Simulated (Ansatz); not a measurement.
**NH₄+ (SMILES [NH4+]): functionals against CCSD(T) at one geometry**

The atoms stand at a frame of a short trajectory. How far do the functionals agree with CCSD(T) there?

Computed with Ansatz 0.2.0, Gaussian basis. Level: single points in def2-TZVPP.

Correlated methods freeze the cores.

### 1 Starting geometry

5 atoms, charge 1, spin multiplicity 1.

Atoms are counted from 1 here; the program's logs count them from 0.

Bond lengths: N1–H2 1.030 Å, N1–H3 1.064 Å, N1–H4 1.045 Å, N1–H5 1.036 Å. Angles: H2–N1–H3 109.0°, H2–N1–H4 118.1°, H2–N1–H5 102.8°, H3–N1–H4 101.0°, H3–N1–H5 120.0°, H4–N1–H5 106.9°.

Geometry (Å):

```csv
atom,x (Å),y (Å),z (Å)
N1,0.0014,0.0018,0.0026
H2,0.4706,-0.3645,0.8428
H3,-1.0364,0.1177,0.2079
H4,-0.0305,-0.6052,-0.8476
H5,0.5773,0.8282,-0.2397
```

### 2 PBE-D4/def2-TZVPP

Contents of run/in.yaml:

```yaml
crystal:
  periodic: [false, false, false]
  atoms:
    - {symbol: N, position_ang: [0.001441, 0.001761, 0.002625]}
    - {symbol: H, position_ang: [0.470619, -0.364525, 0.842759]}
    - {symbol: H, position_ang: [-1.036401, 0.117717, 0.207945]}
    - {symbol: H, position_ang: [-0.030474, -0.605215, -0.847633]}
    - {symbol: H, position_ang: [0.577272, 0.828198, -0.239674]}
basis:
  gaussian: {orbitals: def2-TZVPP}
total_charge: 1
hamiltonian: {xc: pbe, dispersion: d4}
output: {forces: true}
```

Run with:

```console
> ansatz run in.yaml --threads 2 --pin off --events-out ev --progress --plain --max-ram 3481MiB
```

### 3 r2SCAN-D4/def2-TZVPP

Edit run/in.yaml of step 2 so:

```diff
@@ -11,3 +11,3 @@
 total_charge: 1
-hamiltonian: {xc: pbe, dispersion: d4}
+hamiltonian: {xc: r2scan, dispersion: d4}
 output: {forces: true}
```

### 4 PBE0-D4/def2-TZVPP

Edit run/in.yaml of step 3 so:

```diff
@@ -11,3 +11,3 @@
 total_charge: 1
-hamiltonian: {xc: r2scan, dispersion: d4}
-output: {forces: true}
+hamiltonian: {xc: pbe0, dispersion: d4}
+output: {forces: true, orbitals: {seedname: orbitals}}
```

### 5 wB97M-V/def2-TZVPP

Edit run/in.yaml of step 4 so:

```diff
@@ -11,3 +11,3 @@
 total_charge: 1
-hamiltonian: {xc: pbe0, dispersion: d4}
-output: {forces: true, orbitals: {seedname: orbitals}}
+hamiltonian: {xc: {name: wB97M-V}}
+output: {forces: true}
```

### 6 CCSD(T)/def2-TZVPP

Edit run/in.yaml of step 5 so:

```diff
@@ -11,3 +11,3 @@
 total_charge: 1
-hamiltonian: {xc: {name: wB97M-V}}
+correlation: {method: ccsd_t}
 output: {forces: true}
```

(Steps that only read results are left out.)

Q: Predict the outcome of this session. Wanted: energy less free atoms, CCSD(T)/def2-TZVPP; RMS force component; RMS force error; HOMO and LUMO, PBE0-D4; T1 diagnostic.

The runs gave:

| quantity | value |
| --- | --- |
| energy less free atoms, CCSD(T)/def2-TZVPP | -7.965 eV |
| RMS force component | 0.641 to 0.743 eV/Å over the methods |
| RMS force error | PBE-D4 0.185, r2SCAN-D4 0.011, PBE0-D4 0.011, wB97M-V 0.014 eV/Å |
| HOMO and LUMO, PBE0-D4 | -21.57 and -6.02 eV |
| T1 diagnostic | 0.005 |

**Reading.** Against CCSD(T) the functionals' energies less atoms differ by -0.508 to -0.201 eV, PBE-D4 by -0.508 eV. CCSD(T) in triple zeta still lacks some correlation energy of the bonds, so part of these gaps is its own basis error and they don't rank the functionals. On forces the order runs from r2SCAN-D4 to PBE-D4. Frozen-core CCSD(T) forces in triple zeta carry basis errors of their own, and this is one geometry, so small gaps rank nothing.
